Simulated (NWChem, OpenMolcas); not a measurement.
The same job for OpenMolcas

This NWChem 7.3.0 job computes CH5BF− (SMILES [BH3-]CF):

struct.nw:
```
start struct
title "CH5BF hf"
memory stack 880 mb heap 220 mb global 1100 mb
charge -1

geometry units angstroms noautosym nocenter noautoz
  B     -0.551780     0.539550    -0.373100
  C      0.485140    -0.493460     0.382030
  F      1.540350    -1.002140    -0.412970
  H     -1.114370    -0.016270    -1.298200
  H      0.038640     1.528210    -0.767380
  H     -1.377000     0.863650     0.473950
  H      0.998440    -0.024140     1.234850
  H     -0.019400    -1.395390     0.760820
end

basis spherical bse
  * library 3-21G
end

scf
  singlet
  rhf
  thresh 1e-08
  maxiter 80
end

task scf gradient
```

```bash
$ nwchem struct.nw > struct.out
```

Geometry: relaxed at GFN2-xTB.

Without diffuse functions such a state is poorly described.

It gives a total energy of -163.968115 Eh.

Problem. Write the same calculation for OpenMolcas 26.06 as an input file of the program's own.

Solution. This input was run:

geom.xyz:
```
8

B     -0.551780     0.539550    -0.373100
C      0.485140    -0.493460     0.382030
F      1.540350    -1.002140    -0.412970
H     -1.114370    -0.016270    -1.298200
H      0.038640     1.528210    -0.767380
H     -1.377000     0.863650     0.473950
H      0.998440    -0.024140     1.234850
H     -0.019400    -1.395390     0.760820
```

mol.inp:
```
&GATEWAY
 BasLib=$CurrDir
 Coord=geom.xyz
 Basis=3-21G
 Group=NoSym

&SEWARD

&SCF
 Charge=-1
 Thresholds=1e-10 1e-07 1e-07 1e-05
 PrOrbitals=1 1

&ALASKA
```

```bash
$ export MOLCAS_MEM=1860
$ pymolcas mol.inp > mol.log
```

(Basis files named in the input come from the Basis Set Exchange and aren't shown.)

Its energy is -163.968115 Eh, 0.000 mEh from the first.
